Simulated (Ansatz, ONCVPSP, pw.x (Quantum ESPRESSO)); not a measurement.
**What a changed setting does to a pw.x run (diamond Si)**

Potential: optimised norm-conserving Vanderbilt (ONCV), ONCVPSP 4.0.1.1 (patched build), LDA (Perdew-Wang 92); core [Ne], reference 3s1 3p3; waves: 3s: rc 1.90 bohr, ncon 4, nbas 7, qcut 3.3 1/bohr, 3 projectors, debl 3.9 Ha; 3p: rc 1.90 bohr, ncon 4, nbas 8, qcut 4.2 1/bohr, local; d scattering state at 0.12 Ha: rc 2.35 bohr, ncon 3, nbas 6, qcut 4.6 1/bohr, 3 projectors, debl 0.9 Ha; local part: the p channel; core correction: polynomial model core, fcfact 0.6.

The reference run (k-mesh 9³, cutoffs 75/300 Ry, Fermi–Dirac 0.01 Ry, mixing_beta 0.4, conv_thr 1e-9, no spin) gives -0.52 GPa at 19.694 Å³/atom, where all-electron LAPW gives -0.03 GPa. This run, with its own iteration cap, changes nspin = 2 with starting_magnetization to -0.3.

```
&control
  calculation='scf', prefix='x', pseudo_dir='./', outdir='./tmp', tstress=.true., disk_io='none'
/
&system
  ibrav=0, nat=2, ntyp=1, ecutwfc=75, ecutrho=300, nbnd=11,
  occupations='smearing', smearing='fd', degauss=0.01, nspin=2, starting_magnetization(1)=-0.3
/
&electrons
  conv_thr=1e-09, mixing_beta=0.4, electron_maxstep=60
/
ATOMIC_SPECIES
Si 1.0 Si.UPF
CELL_PARAMETERS angstrom
  0.00000000 2.70050288 2.70050288
  2.70050288 0.00000000 2.70050288
  2.70050288 2.70050288 0.00000000
ATOMIC_POSITIONS crystal
Si 0.0000 0.0000 0.0000
Si 0.2500 0.2500 0.2500
K_POINTS automatic
9 9 9 0 0 0
```

```bash
pw.x < Si.scf.in > Si.scf.out
```

How does the run end?

It converges in 7 iterations; the free energy moves by +0.0 meV/atom and the pressure by +0.00 GPa. The result is that of the reference run.

```
Message from routine setup:
     using ibrav=0 with symmetry is DISCOURAGED, use correct ibrav instead
     lattice parameter (alat)  =       7.2170  a.u.
     unit-cell volume          =     265.8034 (a.u.)^3
     number of electrons       =         8.00
     number of Kohn-Sham states=           11
     kinetic-energy cutoff     =      75.0000  Ry
     charge density cutoff     =     300.0000  Ry
     scf convergence threshold =      1.0E-09
     Exchange-correlation= SLA  PW   NOGX NOGC
     atomic species   magnetization
     number of k points=    35  Fermi-Dirac smearing, width (Ry)=  0.0100
     iteration #  1     ecut=    75.00 Ry     beta= 0.40
     total energy              =     -21.61120177 Ry
     estimated scf accuracy    <       0.11979623 Ry
     total magnetization       =    -0.02 Bohr mag/cell
     absolute magnetization    =     0.05 Bohr mag/cell
     iteration #  2     ecut=    75.00 Ry     beta= 0.40
     total energy              =     -21.62047663 Ry
     estimated scf accuracy    <       0.02912608 Ry
     total magnetization       =    -0.02 Bohr mag/cell
     absolute magnetization    =     0.02 Bohr mag/cell
     iteration #  3     ecut=    75.00 Ry     beta= 0.40
     total energy              =     -21.62429408 Ry
     estimated scf accuracy    <       0.00044894 Ry
     total magnetization       =    -0.01 Bohr mag/cell
     absolute magnetization    =     0.01 Bohr mag/cell
     iteration #  4     ecut=    75.00 Ry     beta= 0.40
     c_bands:  2 eigenvalues not converged
     c_bands:  1 eigenvalues not converged
     total energy              =     -21.62439263 Ry
     estimated scf accuracy    <       0.00005097 Ry
     total magnetization       =    -0.00 Bohr mag/cell
     absolute magnetization    =     0.00 Bohr mag/cell
     iteration #  5     ecut=    75.00 Ry     beta= 0.40
     total energy              =     -21.62439909 Ry
     estimated scf accuracy    <       0.00000040 Ry
     total magnetization       =    -0.00 Bohr mag/cell
     absolute magnetization    =     0.00 Bohr mag/cell
     iteration #  6     ecut=    75.00 Ry     beta= 0.40
     total energy              =     -21.62439927 Ry
     estimated scf accuracy    <       0.00000001 Ry
     total magnetization       =     0.00 Bohr mag/cell
     absolute magnetization    =     0.00 Bohr mag/cell
     iteration #  7     ecut=    75.00 Ry     beta= 0.40
     the Fermi energy is     6.4033 ev
!    total energy              =     -21.62439928 Ry
     estimated scf accuracy    <          5.6E-10 Ry
     smearing contrib. (-TS)   =      -0.00036649 Ry
     The total energy is F=E-TS. E is the sum of the following terms:
     one-electron contribution =       5.17069661 Ry
     hartree contribution      =       1.07768871 Ry
     xc contribution           =     -10.98329254 Ry
     ewald contribution        =     -16.88912557 Ry
     total magnetization       =     0.00 Bohr mag/cell
     absolute magnetization    =     0.00 Bohr mag/cell
     convergence has been achieved in   7 iterations
          total   stress  (Ry/bohr**3)                   (kbar)     P=       -5.15
     Message from routine punch:
     Nothing written, as per user request (disk_io='none')
```

The run took about 47 s on one core of a shared host (Neoverse-N1, 64 threads, 124 GiB, load 59).
